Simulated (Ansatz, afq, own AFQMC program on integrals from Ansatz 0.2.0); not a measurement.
## Ge₂H₃, doublet in cc-pVDZ, levels against AFQMC with the constraint released

```yaml
atoms:
  - { symbol: Ge, position_ang: [-0.0020, 0.0000, 1.2075] }
  - { symbol: Ge, position_ang: [-0.0014, 0.0000, -1.2815] }
  - { symbol: H, position_ang: [1.5002, 0.0000, 1.5882] }
  - { symbol: H, position_ang: [-0.6286, 1.2435, 1.8741] }
  - { symbol: H, position_ang: [-0.6287, -1.2435, 1.8741] }
```

Connectivity, by distances: GeH3–Ge.

Basis cc-pVDZ. Noble-gas cores (and the filled d shells of Ga–Kr and In–Xe) are frozen. Integrals, coupled cluster, full CI and functionals: Ansatz 0.2.0; the random walks run on the same integrals in our own AFQMC program. The CISD trial takes its coefficients from CCSD amplitudes. Released means that phaseless walkers are propagated on without the constraint, phases kept. ± is one standard error of the sampling. No spin–orbit coupling.

Determinant: ROHF, the one that the program's search chose, which needn't be the lowest solution. The geometry is a point of a scan.

No full CI on the walks' own integrals is used here. The released AFQMC energy serves as the reference, which it does only where one determinant dominates, the energy is flat over the last release times and near the phaseless one (40 meV or 2 meV an electron, half that with transition metals). On small molecules, where full CI could be run and the noise was under 10 meV, such values lay within 10 meV of it in 19 cases of 20, a flattering rate, since the rule was set on those same cases; what remains of the bias isn't in the error bar.

Cautions: no relativity below Rb; no spin-orbit coupling; inner d shell frozen; the released value is read at 2.40 1/Eh with a noise of 12 meV, more than in the cases checked (meV from the phaseless value at times in 1/Eh: -3 ± 13 at 0.24, -3 ± 11 at 0.51, -9 ± 8 at 0.99, 0 ± 9 at 1.62, -13 ± 12 at 2.40).

- T1 diagnostic: 0.0174
- weight of the determinant in the CISD state: 0.868
- size of the correlated space: 11 electrons in 41 orbitals

```
  level  correlation energy (eV)
    MP2                  -4.2962
   CCSD                  -5.4051
CCSD(T)                  -5.5406
```

Question: Estimate where AFQMC with the constraint released lies against CCSD(T) on the same integrals.

Answer: 4.1 ± 1.2 kJ/mol below CCSD(T).

Reference: AFQMC with the constraint released, correlation energy -5.583 ± 0.012 eV.

```
        level  E − E(reference) (kJ/mol)  share of correlation (%)
      CCSD(T)                  4.1 ± 1.2                     99.24
ph-AFQMC/CISD                  1.3 ± 1.6                     99.76
```

A walk keeps the symmetry of its determinant, which the program's search chose and which needn't be the lowest solution, so a lower state of the same spin and another symmetry isn't excluded. Released energies are given only where the last usable release times agree within the noise; a slower fall can still hide under it.
